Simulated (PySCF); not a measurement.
Can point charges reproduce the dipole moment of 4-chloro-1-butene (`C=CCCCl`)?

Coordinates (GFN2-xTB, Å) and charges (e) from the PBE0/pcSseg-1 density (PySCF):

```tsv
atom	x	y	z	Mulliken	IAO	Hirshfeld	ESP-fitted
C1	-1.985	0.348	-0.021	-0.1389	-0.3147	-0.0996	-0.5002
C2	-0.897	-0.296	-0.396	-0.2553	-0.1353	-0.0349	-0.1571
C3	0.471	0.315	-0.433	-0.1774	-0.2623	-0.0741	+0.1237
C4	1.396	-0.410	0.536	-0.2072	-0.2319	-0.0293	-0.2673
Cl5	3.040	0.284	0.479	-0.1666	-0.1214	-0.0836	-0.1757
H6	-2.953	-0.123	-0.009	+0.1192	+0.1541	+0.0482	+0.2037
H7	-1.954	1.382	0.283	+0.1128	+0.1464	+0.0467	+0.2139
H8	-0.949	-1.334	-0.698	+0.1090	+0.1420	+0.0458	+0.1459
H9	0.881	0.235	-1.444	+0.1476	+0.1540	+0.0435	+0.0430
H10	0.416	1.372	-0.167	+0.1325	+0.1470	+0.0431	+0.0506
H11	1.490	-1.465	0.281	+0.1594	+0.1586	+0.0478	+0.1521
H12	1.045	-0.309	1.563	+0.1650	+0.1633	+0.0462	+0.1673
```

Task: Compute μ = Σ q r for each scheme (1 e·Å = 4.803 D) and compare with the dipole of the full density.

Result: The full density gives (-1.92, -0.71, -0.09) D, 2.05 D in size; dipole vectors point from the negative to the positive end.

```json
{"scheme": "Mulliken", "μx": "-2.19", "μy": "-0.31", "μz": "0.06", "size (D)": "2.21", "share of the full size (%)": "108", "angle to the full dipole (°)": "13"}
{"scheme": "IAO", "μx": "-1.64", "μy": "-0.69", "μz": "-0.07", "size (D)": "1.78", "share of the full size (%)": "87", "angle to the full dipole (°)": "2"}
{"scheme": "Hirshfeld", "μx": "-0.97", "μy": "-0.37", "μz": "-0.05", "size (D)": "1.04", "share of the full size (%)": "51", "angle to the full dipole (°)": "1"}
{"scheme": "ESP-fitted", "μx": "-1.98", "μy": "-0.71", "μz": "-0.08", "size (D)": "2.11", "share of the full size (%)": "103", "angle to the full dipole (°)": "0"}
```

Task: Which set comes closest?

Result: Length of the difference vector: ESP-fitted 0.06 D, IAO 0.28 D, Mulliken 0.50 D, Hirshfeld 1.01 D. Closest: ESP-fitted. ESP charges are fitted to the potential around the molecule, whose slowest-falling term is the dipole's. 

Task: What is left for the Hirshfeld atoms' own dipoles?

Result: The Hirshfeld atoms' densities add up to the full density, so μ = Σ q r + Σ (atomic dipoles). The atomic dipoles sum to (-1.92, -0.71, -0.09) − (-0.97, -0.37, -0.05) = (-0.95, -0.34, -0.04) D, 1.01 D in size.

Task: With the origin at the mean of the coordinates, (0.000, 0.000, -0.002) Å, which are the largest single terms, by size, of the Hirshfeld dipole along the direction of the full one?

Result: Cl5 +1.19, C1 -0.83, H6 +0.65, H8 +0.30, H7 +0.30 D; all 12 atoms together +1.04 D. The single terms depend on the origin, their sum doesn't.

Task: Give the size of the full dipole in other units.

Result: 2.05 D = 0.805 au = 0.426 e·Å = 6.83 × 10⁻³⁰ C·m.

One conformer (not necessarily the lowest) at the GFN2-xTB geometry, without solvent, vibrations or thermal averaging.

The run behind these numbers computed NMR shieldings as well. Time: 9.9 s wall. Hardware: one thread of an Arm Neoverse V1 (shared host).

The values belong to the conformer `[CH2:1]=[CH:2][CH2:3][CH2:4][Cl:5]`: C1–C2–C3–C4 118°, C2–C3–C4–Cl5 179°.
